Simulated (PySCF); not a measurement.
Species: nitrogen trifluoride, NF3.
Structure used (PBE0-D3(BJ)/def2-SVP), in Å, numbered top down from 1:
```
atom  x, y, z in Å
F1    -0.5514    1.0728   -0.1658
N2     0.0076   -0.0031    0.4329
F3    -0.6444   -1.0331   -0.1513
F4     1.2262   -0.0619   -0.1488
```

The closed-shell ground state was solved at several levels (PySCF, density fitting, gas phase, non-relativistic).

```csv
level,basis functions,total energy (Eh),HOMO (eV),LUMO (eV),gap (eV),dipole (D)
PBE0/pcSseg-1,68,-353.7171,-10.10,1.13,11.23,0.13
B3LYP/def2-SVPD,89,-353.8295,-10.02,0.24,10.26,0.13
HF/pcSseg-2,144,-352.6878,-15.07,6.11,21.18,0.34
```

**Question.** Estimate the row for B3LYP/pcJ-1, a basis of 108 functions; the other rows only guide the guess.

**Answer.** Total energy -354.0783 Eh, HOMO -9.78 eV, LUMO 0.73 eV, gap 10.51 eV, dipole 0.14 D.

**Question.** Over all these levels, which gives the widest orbital gap and which the narrowest?

**Answer.** HF/pcSseg-2 (Hartree–Fock, all exact exchange) has the widest, 21.18 eV, and B3LYP/def2-SVPD (global hybrid, 20 % exact exchange) the narrowest, 10.26 eV. Functional and basis both differ between the two, so the spread mixes both effects.

**Question.** How far do the dipole and the HOMO energy spread over the levels?

**Answer.** The dipole runs from 0.13 to 0.34 D (mean 0.19 D) and the HOMO from -15.07 to -9.78 eV.
